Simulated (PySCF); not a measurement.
## Simulated absorption spectrum

Species: silicon chloride cation, SiCl (charge +1 and singlet state).
SMILES: `[Si+]Cl`

Level of theory: TDDFT CAM-B3LYP/def2-SVPD, vertical, gas phase, core orbitals frozen in the response in PySCF. Isolated species at its GFN2-xTB geometry, gas phase.

Each state is given a Gaussian of 0.3 eV full width at half maximum, with ε(max) = 2.175×10⁸ f / Δν̃ (Δν̃ the width in cm⁻¹). The width is an assumption, not a result. The curve ends short of the highest state used, and states not computed would add to its high-energy end.

```csv
E (eV),ε (L mol⁻¹ cm⁻¹)
5.19,23
5.32,509
5.45,3929
5.57,10288
5.70,10726
5.83,3947
5.96,513
6.09,24
6.21,1
6.34,0
6.47,0
6.60,0
6.72,0
6.85,0
6.98,0
7.11,0
7.24,2
7.36,55
7.49,793
7.62,4033
7.75,7242
7.88,4591
8.00,1196
8.13,102
8.26,3
8.39,0
8.52,0
8.64,0
8.77,0
8.90,0
9.03,0
9.15,0
9.28,0
9.41,0
9.54,0
9.67,0
```

Question: Where are the band maxima, and which computed states make them?

Answer: 220 nm (5.64 eV), ε about 12000, made up of S1 (50%) and S2 (50%); 160 nm (7.76 eV), ε about 7300, made up of S6 (100%) (ε in L mol⁻¹ cm⁻¹; maxima over ε = 5, shares over 10%). At its high-energy end, 9.67 eV, the curve is still rising (ε about 0.02, from S7 and S8). The states used: S1 5.64 eV (f 0.067); S2 5.64 eV (f 0.067); S3 6.13 eV (f 0.0000); S4 6.31 eV (f 0.0000); S5 6.31 eV (f 0.0000); S6 7.76 eV (f 0.081); S7 10.27 eV (f 0.0063); S8 10.27 eV (f 0.0063).

Question: Coming from long wavelengths, where does ε first pass 100 L mol⁻¹ cm⁻¹?

Answer: At about 236 nm (5.25 eV), 0.39 eV below S1.

Question: What would ε be at 5.64 eV, the highest of these maxima, with half the width (0.15 eV)?

Answer: About 23900 L mol⁻¹ cm⁻¹ against 12000, a factor of about 2.00; a lone state at its own centre would give exactly 2.

Question: On this curve, what absorbance would a 10⁻⁴ mol/L sample give at 222 nm over a 1 cm path?

Answer: 222 nm is 5.585 eV, where ε is about 11000 L mol⁻¹ cm⁻¹, so A = ε c l ≈ 1.1 (Beer–Lambert, with the gas-phase spectrum and the assumed width).
